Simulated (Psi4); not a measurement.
# H2P (SMILES [PH2]) at UMP2/6-31G(d) (density fitting, density fitting for correlation, Cartesian functions, intrafrag step limit 0.3)

Aim: a structure relaxation of H2P. Input form: a Python script.

The results are computed with Psi4 1.11.

## Step 1: The structure to begin with

H2P: 3 atoms, total charge 0, spin state doublet. As SMILES, `[PH2]`. The shape comes from GFN2-xTB, which is rough for such elements, and wasn't checked as a minimum. The run starts from this shape.

Bond lengths: P1–H2 1.392 Å, P1–H3 1.392 Å. Angles: H2–P1–H3 91.4°.

## Step 2: A geometry optimisation at UMP2/6-31G(d) (density fitting, density fitting for correlation, Cartesian functions, intrafrag step limit 0.3)

File h2p.xyz:

```xyz
3
H2P
P      0.514470    -0.302750     0.252680
H      0.111510     1.027360     0.172420
H     -0.625980    -0.724620    -0.425100
```

File job.py:

```python
import psi4

psi4.set_memory(1600000000)
psi4.set_num_threads(1)
psi4.set_output_file('h2p.out', False)

with open('h2p.xyz') as f:
    atoms = ''.join(f.readlines()[2:])
m = psi4.geometry('0 2\n' + atoms + '')

options = {'basis': '6-31G*', 'reference': 'uhf', 'scf_type': 'df', 'freeze_core': True, 'mp2_type': 'df', 'geom_maxiter': 50, 'opt_coordinates': 'redundant', 'intrafrag_step_limit': 0.3}
psi4.set_options(options)

E = psi4.optimize("mp2", molecule=m)
print(f'mp2 energy: {E:.10f} Eh')
print(m.to_string(dtype='xyz', units='Angstrom'))
```

The run is started by

```console
$ python job.py
```

h2p.out:

```text
Psi4 1.11 release

gradient() will perform analytic gradient computation.
    For method 'MP2', SCF Algorithm Type (re)set to DISK_DF.

   => Loading Basis Set <=

    Name: 6-31G*
    Role: ORBITAL
    Keyword: BASIS

         ---------------------------------------------------------
                                   SCF
                              UHF Reference
                        1 Threads,   1525 MiB Core
         ---------------------------------------------------------

  ==> Geometry <==

    Molecular point group: cs
    Full point group: Cs

    Geometry (in Angstrom), charge = 0, multiplicity = 2:

       Center              X                  Y                   Z               Mass
    ------------   -----------------  -----------------  -----------------  -----------------
         P            0.052466187497    -0.027869368879     0.000000000000    30.973761998420
         H           -0.338864029108     1.308121537853     0.000000000000     1.007825032230
         H           -1.273593642147    -0.451604611696     0.000000000000     1.007825032230

  Running in cs symmetry.

  Rotational constants: A =      9.42197  B =      8.42582  C =      4.44805 [cm^-1]
  Rotational constants: A = 282463.67702  B = 252599.59585  C = 133349.10893 [MHz]
  Nuclear repulsion =   11.669271134122123

[... 85 lines left out ...]
   @DF-UHF iter   7:  -341.84922907342809   -4.25551e-07   9.52868e-06 DIIS
[... 14 lines left out ...]
   @S   Expected:                5.000000000E-01
[... 128 lines left out ...]
  E_CONVERGENCE                 => 1e-08           !
[... 128 lines left out ...]
	DF-SCS(N)-MP2 Total Energy (a.u.)  :  -341.87549319709439
[... 193 lines left out ...]
   @DF-UHF iter   5:  -341.84940867547766   -2.16472e-08   2.63120e-06 DIIS
[... 14 lines left out ...]
   @S   Expected:                5.000000000E-01
[... 97 lines left out ...]
  E_CONVERGENCE                 => 1e-08           !
[... 128 lines left out ...]
	DF-SCS(N)-MP2 Total Energy (a.u.)  :  -341.87563309560420
[... 161 lines left out ...]
   @DF-UHF iter   5:  -341.84943935871001   -1.20451e-10   1.57361e-07 DIIS
[... 14 lines left out ...]
   @S   Observed:                5.000000000E-01
[... 144 lines left out ...]
  LS_THC_WEIGHTS_TOLERANCE      => (empty)
[... 113 lines left out ...]
	DF-MP2 Total Energy (a.u.)         :  -341.93528375756182
[... 77 lines left out ...]
	                                 ==> Convergence Check <==

	Measures of convergence in internal coordinates in au.

	Criteria marked as inactive (o), active & met (*), and active & unmet ( ).

	----------------------------------------------------------------------------------------------
	   Step    Total Energy     Delta E     Max Force     RMS Force      Max Disp      RMS Disp
	----------------------------------------------------------------------------------------------
	  Convergence Criteria     1.00e-06 *    3.00e-04 *             o    1.20e-03 *             o
	----------------------------------------------------------------------------------------------
	     3    -341.93528376   -1.35e-05      1.10e-04 *    1.07e-04 o    6.05e-04 *    5.22e-04 o  ~
	----------------------------------------------------------------------------------------------

Next Geometry in Ang
	Fragment 1 (Ang)

	    P   0.0526553374  -0.0279695736   0.0000000000
	    H  -0.3320886684   1.3381169154   0.0000000000
	    H  -1.2946606501  -0.4740187879   0.0000000000

    Final optimized geometry and variables:
    Molecular point group: cs
    Full point group: Cs

    Geometry (in Angstrom), charge = 0, multiplicity = 2:

    P            0.052940487695    -0.028120972415     0.000000000000
    H           -0.332285291109     1.338090804154     0.000000000000
    H           -1.294749177667    -0.473841277818     0.000000000000

[set-up sections that repeat, and orbital energies of the middle runs, are left out above]
```

Standard output:

```text
Optimizer: Optimization complete!
mp2 energy: -341.9352837576 Eh
3
0 2 H2P
P                     0.052940487695    -0.028120972415     0.000000000000
H                    -0.332285291109     1.338090804154     0.000000000000
H                    -1.294749177667    -0.473841277818     0.000000000000
```

Wall time 8.7 s (1 thread of Intel Xeon Platinum 8259CL at 2.50GHz (Skylake/Cascade Lake), shared host); peak memory 0.61 GiB.

The path in brief:

```csv
step,energy from the first frame kept (eV),largest force (eV/Å)
0,0.0000,0.7789
1,-0.0183,0.0675
2,-0.0187,0.0106
```

After the run. Bond lengths: P1–H2 1.419 Å, P1–H3 1.419 Å. Angles: H2–P1–H3 92.6°.

## Step 3: Summary of results

At UMP2/6-31G* (density fitting, density fitting for correlation, Cartesian functions, intrafrag step limit 0.3), 5 core orbitals frozen:

| quantity | value |
| --- | --- |
| total energy at the end | -341.93528 Eh |
| HOMO energy (Hartree–Fock orbitals) (highest over α and β) | -10.20 eV |
| LUMO energy (Hartree–Fock orbitals) (lowest over α and β) | 1.10 eV |
| correlation energy (5 core orbitals frozen) | -85.8 mEh |
| ⟨S²⟩ | 0.763 |

In words: At the final geometry: Bond lengths: P1–H2 1.419 Å, P1–H3 1.419 Å. Angles: H2–P1–H3 92.6°. The optimisation took 3 steps and changed the energy by -0.019 eV.
